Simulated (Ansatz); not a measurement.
**A ladder of methods for BHSCl (SMILES S[B]Cl)**

The species is BHSCl (4 atoms), meant as a doublet with charge 0. SMILES: `S[B]Cl`. The shape is that of a PBE0-D4/def2-TZVP optimisation.

```csv
atom,x (Å),y (Å),z (Å)
S,0.5664,-0.7891,0.5314
B,-0.2996,0.4757,-0.3458
Cl,-2.0141,0.6160,-0.4273
H,1.8029,-0.3629,0.2214
```

Quantity: the energy change with the S1–B2 bond stretched from 1.766 to 2.649 Å, in eV. The values are calculated.

```json
{"level": "UPBE/STO-3G", "kind": "GGA", "program": "Ansatz", "value (eV)": "3.54", "less FCI/STO-3G": "+0.20"}
{"level": "UB3LYP/STO-3G", "kind": "global hybrid", "program": "Ansatz", "value (eV)": "3.49", "less FCI/STO-3G": "+0.15"}
{"level": "U-wB97X/STO-3G", "kind": "range-separated hybrid", "program": "Ansatz", "value (eV)": "3.75", "less FCI/STO-3G": "+0.41"}
{"level": "RPA@PBE/STO-3G", "kind": "RPA", "program": "Ansatz", "value (eV)": "3.25", "less FCI/STO-3G": "-0.09"}
{"level": "UMP2/STO-3G", "kind": "perturbation theory", "program": "Ansatz", "value (eV)": "3.75", "less FCI/STO-3G": "+0.41"}
{"level": "UBCCD(T)/STO-3G", "kind": "coupled cluster or CI", "program": "Ansatz", "value (eV)": "3.36", "less FCI/STO-3G": "+0.02"}
{"level": "UCCSD(T)/STO-3G", "kind": "coupled cluster or CI", "program": "Ansatz", "value (eV)": "3.35", "less FCI/STO-3G": "+0.01"}
{"level": "UCCSDT(Q)/STO-3G", "kind": "coupled cluster or CI", "program": "Ansatz", "value (eV)": "3.34", "less FCI/STO-3G": "0.00"}
{"level": "FCI/STO-3G", "kind": "exact in the basis", "program": "Ansatz", "value (eV)": "3.34", "less FCI/STO-3G": "0.00"}
```

FCI/STO-3G is exact within its basis and frozen core, so for wave-function methods in that basis the difference is their error; functionals converge differently with the basis, so for them it is only a difference. The first shape isn't each level's own minimum. The values span 3.25 to 3.75 eV. Spin contamination of the reference (⟨S²⟩ at least 0.1 too high) touches U-wB97X/STO-3G, UMP2/STO-3G, UBCCD(T)/STO-3G, UCCSD(T)/STO-3G, UCCSDT(Q)/STO-3G. All rows use very small basis sets, so even the best lies far from the true value.
